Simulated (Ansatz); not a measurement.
**AlOCl: how the atomization moves with the basis**

AlOCl, singlet; coordinates (Å): Al 0.000 0.000 1.679; O 0.000 0.000 -0.020; Cl 0.000 0.000 -1.660. Quantity: atomization.

Ansatz 0.2.0, basis cc-pVDZ or cc-pVTZ; geometries are PBE0/def2-TZVP minima. Wave-function levels freeze the cores; HF, MP2 and coupled cluster are restricted for singlets and unrestricted otherwise, atoms included (their steps beyond CCSDT(Q) come from restricted open-shell runs), Kohn–Sham unrestricted where that lies lower. The reference is CCSDT(Q) or CCSDTQ (coupled cluster only where its series has nearly closed). Semilocal and hybrid functionals correlate all electrons outside any core potential and usually lie nearer their basis limit than the reference, so part of their error here is the reference's basis and frozen-core error; RPA and the MP2 part of double hybrids freeze the same cores as the reference. None of these values is a measured one. Energies are electronic, without zero-point terms. No spin–orbit coupling and no scalar relativity. The species are chosen: bound, without strong static correlation by their natural occupations or amplitudes, in their lowest spin state as far as vertical gaps and like structures tell, and with a ladder that closes on the reference, so errors are smaller than for species at large; levels whose determinant breaks symmetry or spin markedly are left out.

```json
{"level": "reference", "cc-pVDZ (kcal/mol)": "137.8 (CCSDTQ)", "cc-pVTZ (kcal/mol)": "159.1 (CCSDT(Q))"}
{"level": "MP2", "cc-pVDZ (kcal/mol)": "146.9", "cc-pVTZ (kcal/mol)": "170.8"}
{"level": "CCSD(T)", "cc-pVDZ (kcal/mol)": "137.3", "cc-pVTZ (kcal/mol)": "158.9"}
{"level": "CCSDT", "cc-pVDZ (kcal/mol)": "137.2", "cc-pVTZ (kcal/mol)": "158.3"}
{"level": "PBE", "cc-pVDZ (kcal/mol)": "172.1", "cc-pVTZ (kcal/mol)": "180.0"}
{"level": "B3LYP", "cc-pVDZ (kcal/mol)": "157.0", "cc-pVTZ (kcal/mol)": "165.4"}
{"level": "wB97M-V", "cc-pVDZ (kcal/mol)": "165.3", "cc-pVTZ (kcal/mol)": "173.3"}
{"level": "B2PLYP", "cc-pVDZ (kcal/mol)": "151.8", "cc-pVTZ (kcal/mol)": "165.4"}
```

From cc-pVDZ to cc-pVTZ the reference moves by 21.3 kcal/mol and PBE by 7.9; the step from CCSD(T) to the reference is 0.6 in the first and 0.2 in the last.
